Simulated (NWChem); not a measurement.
# Correlation energy of acetamide (C2H5NO)

SMILES: NC(=O)C
```xyz
9

C     -0.7214     1.2063    -0.0013
C      0.1709    -0.0277    -0.0055
N     -0.4991    -1.2212    -0.0224
O      1.3847     0.0352     0.0236
H     -1.1593     1.3490     1.0006
H     -1.5492     1.1214    -0.7231
H     -0.1090     2.0834    -0.2434
H      0.0440    -2.0758     0.0109
H     -1.5077    -1.2830    -0.0355
```
Charge 0, spin multiplicity 1.

Everything below was run with NWChem. Structure: optimised with B3LYP/def2-SVP, a minimum by its harmonic frequencies. It is one conformer; others weren't searched.

Basis set: def2-SVP. Each correlation energy counts from its own Hartree-Fock reference.

The correlated methods keep 4 core orbitals frozen. No row is a measurement; the coupled-cluster row has its own basis-set and correlation limits.

**Question.** For the correlation energy, CCSD gives -654.4 mHa and MP2 gives -623.1 mHa. What do CCSD+T(CCSD), SCS-MP2, CCSD(T) give?

**Answer.** CCSD+T(CCSD): -676.0 mHa; SCS-MP2: -611.5 mHa; CCSD(T): -674.5 mHa.
